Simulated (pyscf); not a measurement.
Four-centre exchange: `[OH][SiH][Cl]` [doublet] + `[FH]` → `[OH2]` + `[F][SiH][Cl]` [doublet]

Gas phase, doublet surface, charge 0. Bonds broken: O1–Si2, H5–F7. Bonds formed: O1–H5, Si2–F7. Structures and frequencies: ωB97X-D3(BJ)/def2-SVP in PySCF.

Transition state (Å):

```xyz
7

O      0.3841    -0.5025    -0.1563
Si     0.3295     1.2100     0.5020
Cl    -1.1788     2.0975    -0.5902
H      1.2358    -0.9539    -0.2197
H     -0.3258    -0.6867     0.7430
H      1.6008     1.6562    -0.2116
F     -0.8602     0.0183     1.5526
```

One imaginary mode, 794i cm⁻¹; descent along it reached the two sides named, in the forms told below.

```csv
bond,change,reactant side (Å),saddle,product side
O1–Si2,breaks,1.687,1.835,2.8
H5–F7,breaks,0.937,1.199,3.1
O1–H5,forms,1.744,1.160,0.966
Si2–F7,forms,3.0,1.985,1.635
```

Electronic energies relative to the separated reactants (eV):

| level | barrier | reaction energy | reverse barrier |
|---|---|---|---|
| ωB97X-D3(BJ)/def2-TZVP | 0.67 | -0.32 | 0.99 |
| PBE/def2-TZVP | 0.44 | -0.34 | 0.79 |
| r²SCAN/def2-TZVP | 0.51 | -0.35 | 0.85 |
| B3LYP-D3(BJ)/def2-TZVP | 0.65 | -0.34 | 0.99 |
| PBE0-D3(BJ)/def2-TZVP | 0.57 | -0.31 | 0.88 |
| M06-2X/def2-TZVP | 0.63 | -0.32 | 0.95 |
| ωB97M-D3(BJ)/def2-TZVP | 0.61 | -0.34 | 0.95 |
| HF/def2-TZVP | 1.38 | -0.38 | 1.76 |

With ωB97M-D3(BJ)/def2-TZVP energies and thermal terms (ideal gas, 1 atm, RRHO with modes under 100 cm⁻¹ raised to 100, one conformer, R ln 2 for chiral ones without a mode under 150 cm⁻¹), in eV:

```json
[
 {"T (K)": "298", "ΔH‡": "0.57", "ΔG‡": "1.05", "ΔH": "-0.32", "ΔG": "-0.35"},
 {"T (K)": "600", "ΔH‡": "0.55", "ΔG‡": "1.54", "ΔH": "-0.35", "ΔG": "-0.36"},
 {"T (K)": "900", "ΔH‡": "0.55", "ΔG‡": "2.04", "ΔH": "-0.37", "ΔG": "-0.37"},
 {"T (K)": "1200", "ΔH‡": "0.57", "ΔG‡": "2.53", "ΔH": "-0.39", "ΔG": "-0.36"}
]
```

On the reactant side the descent ends in a complex, 0.18 eV under the separated species and 0.85 eV under the saddle at ωB97X-D3(BJ)/def2-TZVP. This is the saddle that the search found; another between the same sides may lie lower.
